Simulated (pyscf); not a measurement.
PySCF, gas phase, ωB97X-D3(BJ)/def2-SVP geometries.

### Question
Estimate the classical barrier height and the reaction energy of `[O]=[Nb]([F])([F])[Cl]` + `[FH]` -> `[O]=[Nb]([F])([F])[F]` + `[ClH]` at ωB97M-D3(BJ)/def2-TZVP. The step runs on the singlet surface, breaks Cl–Nb, F–H and forms F–Nb, Cl–H; take the separated reactants as zero.

### Answer
ΔE‡ = 0.11 eV, ΔE = -0.17 eV. Zero-point energy shifts the barrier by -0.03 eV. It is a four-centre exchange, with an imaginary mode of 559i cm⁻¹. On the reactant side the descent ends in an adduct with a F–Nb contact, 0.32 eV under the separated species and 0.41 eV under the saddle at ωB97X-D3(BJ)/def2-TZVP. On the product side the descent ends in an adduct with a Cl–Nb contact, 0.30 eV under the separated species and 0.41 eV under the saddle at ωB97X-D3(BJ)/def2-TZVP. What is counted as formed (F–Nb) is already present as a longer contact in the reactant adduct; forming that adduct is a step of its own. What is counted as broken (Cl–Nb) persists as a longer contact in the product adduct; parting that adduct is a step of its own. This is the saddle that the search found; another between the same sides may lie lower. Elements past Kr carry the def2 core potentials, without spin-orbit coupling.
